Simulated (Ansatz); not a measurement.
Compare A (`NC1(O)C=C1`) with its isomer B (`N/C=C1/CO1`).

Computed with Ansatz on PBE0-D4/def2-TZVP structures; ΔE is electronic, products minus reactants. CBS: MP2 limit from def2 TZ/QZ plus the TZ coupled-cluster correction, frozen cores. DFT in def2-TZVPP. B3LYP here is the variant with VWN-RPA as its local correlation; programs differ in this. One conformer a species, not always the lowest.

A:

```xyz
10

N    -1.289    0.342    0.392
C     0.051   -0.139    0.200
O     0.390   -0.976    1.267
C     1.076    0.679   -0.467
C     0.703   -0.404   -1.090
H    -1.533    1.021   -0.316
H    -1.950   -0.425    0.342
H    -0.004   -0.580    2.053
H     1.723    1.543   -0.445
H     0.832   -1.061   -1.937
```

B:

Z-matrix (Å, degrees):
```
C
O 1 1.460
C 1 1.424 2 56.6
H 1 1.087 2 114.2 3 -111.5
H 1 1.087 2 114.2 3 111.7
C 3 1.317 1 158.7 2 174.2
N 6 1.401 3 124.9 1 -169.3
H 6 1.083 3 118.5 1 5.9
H 7 1.010 6 113.0 3 -138.6
H 7 1.010 6 112.9 3 -13.1
```

Question: Which is lower in electronic energy at CCSD(T)/CBS, and by how much? (Best estimate.)

Answer: Computed: B, by 3.7 kcal/mol.

Question: Give E(B) − E(A) in kcal/mol with B3LYP, HF/def2-TZVPP, CCSD/def2-TZVPP, CCSD(T)/def2-TZVPP, CCSD(T)/def2-SVP, PBE0-D4, ωB97M-V. (Estimate.)

Answer: Computed: B3LYP -8.5, HF/def2-TZVPP -5.0, CCSD/def2-TZVPP -4.5, CCSD(T)/def2-TZVPP -4.8, CCSD(T)/def2-SVP -4.0, PBE0-D4 -6.6, ωB97M-V -4.7. None reverses the order clearly.

Question: Does the order hold for the free energy at 298.15 K (harmonic terms from PBE0-D4)? (Best estimate.)

Answer: Computed: Yes: G(B) − G(A) = -3.1 kcal/mol, for one conformer each.

Largest T1 diagnostic: 0.013.

From r2SCAN to r2SCAN0 (25 % exact exchange), in def2-TZVPP and without D4, E(B) − E(A) moves by +2.0 kcal/mol. Leaving LDA and LC-ωPBE aside and taking each functional with its dispersion term where it has one, the values, not all of them listed here, spread over 5.2 kcal/mol, from BLYP-D4 to PBE-QIDH. LDA lies +2.8 kcal/mol from PBE without D4.
